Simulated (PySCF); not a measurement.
## SiH3F

The system: SiH3F, a small molecule; neutral, singlet. The structure was relaxed in the gas phase by PBE0-D3(BJ)/def2-SVP. No frequency run checks that it is a minimum.

SMILES: F[SiH3]

```xyz
5

Si    0.002    0.003    0.025
F     0.528    0.233   -1.494
H     0.175    1.273    0.783
H    -1.435   -0.382   -0.024
H     0.808   -1.084    0.648
```
Atoms count from 1 in this order.

Shieldings: GIAO PBE0/pcSseg-2. Shifts are against computed references at the same level: H TMS (σ 31.24 ppm), Si TMS (σ 341.3 ppm). Core levels by delta-SCF with SCAN, pcX-2 on the ionised atom and pcseg-1 elsewhere, spin-free X2C (2p3/2 is the spin-free 2p value less a third of a first-order spin-orbit splitting); from the vacuum level, for chosen atoms.

Give the shieldings and core levels atom by atom.


```
   atoms  bonded to  σ (ppm)  δ (ppm)  core level (eV)
     Si1  1 F + 3 H    357.4    -16.1     2p3/2 108.50
      F2       1 Si    410.8        -        1s 692.61
H3 H4 H5       1 Si    26.03     5.21                -
```

Values are those of this one static structure, with the three H of a rotating XH3 group averaged; atoms that internal rotation interchanges would show their mean in an NMR spectrum.

By CAM-B3LYP/def2-SVPD (TDDFT singlets, Tamm-Dancoff triplets, ionisation by delta-SCF), where does absorption start, and what does vertical ionisation take?

The lowest singlet lies at 8.09 eV (f 0.005), the strongest of the first 6 at 9.43 eV (f 0.138), the lowest triplet at 7.54 eV; vertical ionisation takes 12.67 eV.

The 3 runs behind this took 10 s in all, one thread each of Intel Xeon 6975P-C on a shared host, launched as `OMP_NUM_THREADS=1 python cluster_run.py task.json out`.
